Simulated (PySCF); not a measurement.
Compound: CF4.
Bonds: F1–C2, C2–F3, C2–F4, C2–F5.

Method: PySCF 2.14.0, PBE0-D3(BJ)/def2-SVP geometry optimisation, gas phase.

Problem. What internal coordinates does the optimisation give?

Solution. 
| bond | length (pm) |
| --- | --- |
| F1–C2 and 3 like bonds | 131.6 |

Bonds in one row agree within 1 pm and their mean is given. A selection of angles:
| angle | degrees |
| --- | --- |
| F1–C2–F3 | 109.5 |

All 4 C–F bonds measure 1.315 to 1.316 Å.

Point group: Td (every atom within 0.08 Å of its image). Stationary, but not proved a minimum.

---

Compound: Si2H6.
Bonds: Si1–Si2. Hydrogens: H3, H4, H5 on Si1; H6, H7, H8 on Si2.

The calculation used PBE0-D3(BJ)/def2-SVP geometry optimisation, gas phase (PySCF).

Task: Give the optimised bond lengths and angles.

Result: 
```json
{"bond": "Si1–Si2", "length (Å)": "2.345"}
{"bond": "Si1–H3 and 5 like bonds", "length (Å)": "1.495"}
```

Bonds in one row agree within 0.01 Å and their mean is given. A selection of angles:
```json
{"angle": "Si2–Si1–H3", "degrees": "110.3"}
{"angle": "H3–Si1–H4", "degrees": "108.8"}
```

Si1 (SiH3 silicon) is tetrahedral (angles from 108.7° to 110.4°).

Point group: D3d (every atom within 0.08 Å of its image). Stationary, but not proved a minimum.
